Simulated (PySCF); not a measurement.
# Al: ionisation energy

Al [Ne] 3s2 3p1 (2P) → Al+ [Ne] 3s2 (1S), as a difference of total energies. Computed with PySCF 2.14 in dyall-acv3z, with the spin-free X2C one-electron Hamiltonian (Gaussian nucleus). Correlated levels: valence and next inner shell: 1s2 frozen; virtual orbitals above 40 to 60 times the deepest correlated orbital energy dropped. The calculations carry no spin-orbit coupling.

```
                                method  ionisation energy (eV)
                                   UHF                   5.600
    MP2 (valence and next inner shell)                   5.811
SCS-MP2 (valence and next inner shell)                   5.799
   CCSD (valence and next inner shell)                   5.913
CCSD(T) (valence and next inner shell)                   5.939
```

How much does correlation contribute at CCSD(T) (valence and next inner shell)?

5.939 − (5.600) = 0.339 eV, measured against UHF.

Errors of the correlated levels include the incompleteness of this basis and the frozen core.

For comparison: 5.977 eV (measured; NIST levels, between the centres of gravity of the two terms).
